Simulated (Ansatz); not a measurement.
A first try at vertical spin-state energies of C2H3FOS, SMILES OC1(F)CS1, using the Python package of Ansatz (0.2.0).

Script `run_spin.py`:
```python
"""Gap between spin states of C2H3FOS at one geometry."""

import ansatz as az

GEOMETRY = """
O    -0.63430    0.83670    1.09720
C     0.27370    0.20580    0.27450
F     1.47380   -0.03190    0.85010
C    -0.16050   -0.81060   -0.67180
S     0.30290    0.65330   -1.39900
H    -0.31630    1.75690    1.34800
H    -1.27340   -0.99890   -0.69410
H     0.42620   -1.66840   -0.86070
"""


def main() -> None:
    c2h3fos = az.Crystal.molecule()
    for line in GEOMETRY.strip().splitlines():
        symbol, *xyz = line.split()
        c2h3fos = c2h3fos.atom(symbol, [float(v) for v in xyz])

    setup = (
        c2h3fos.calculation()
        .basis(gaussian="def2-SVPD")
        .correlation("MP2")
        .hubbard("O", "p", u_eff=4.0)
    )
    found = {}
    for unpaired in [0, 2]:
        summary = setup.spin("collinear", total=unpaired).run().report
        s = unpaired / 2
        found[unpaired] = summary["free_energy_ev"]
        print(f"2S+1 = {unpaired + 1}: E = {found[unpaired]:.5f} eV, <S^2> = {abs(summary['mean_field']['state']['spin_squared']):.3f} (pure state {s * (s + 1):.2f})")
    lowest = min(found, key=found.get)
    for unpaired, e in found.items():
        print(f"multiplicity {unpaired + 1}: {(e - found[lowest]):.3f} eV above the lowest")


if __name__ == "__main__":
    main()
```

```console
$ python run_spin.py
Traceback (most recent call last):
  File "run_spin.py", line 41, in <module>
    main()
    ~~~~^^
  File "run_spin.py", line 31, in main
    summary = setup.spin("collinear", total=unpaired).run().report
              ~~~~~~~~~~~~~~~~~~~~~~~~~~~~~~~~~~~~~~~~~~~^^
  ...
ansatz.RefusalError: invalid value for `basis.gaussian`: such a run doesn't read hamiltonian.hubbard; remove what it names
```
(Library frames cut from the traceback.)

Find the fault and give the corrected script.

The fault: a Hubbard U isn't read in a Gaussian basis. Mended:

```diff
--- before
+++ after
@@ -26,3 +26,2 @@
         .correlation("MP2")
-        .hubbard("O", "p", u_eff=4.0)
     )
```

With that change:

```console
$ python run_spin.py
2S+1 = 1: E = -17680.96929 eV, <S^2> = 0.000 (pure state 0.00)
2S+1 = 3: E = -17675.75314 eV, <S^2> = 2.025 (pure state 2.00)
multiplicity 1: 0.000 eV above the lowest
multiplicity 3: 5.216 eV above the lowest
```

Notes:
- Total energies depend on the basis set; only differences at equal settings carry meaning.
- The geometry is a force-field or estimated start, not a minimum of this method, and the basis set is short of its limit. All parts are taken at fixed geometry, without zero-point energy.
- S² is that of the Hartree-Fock reference.
- It ran for 14 s on 1 thread of Arm Neoverse V1, on a shared host, peak memory 0.43 GiB.
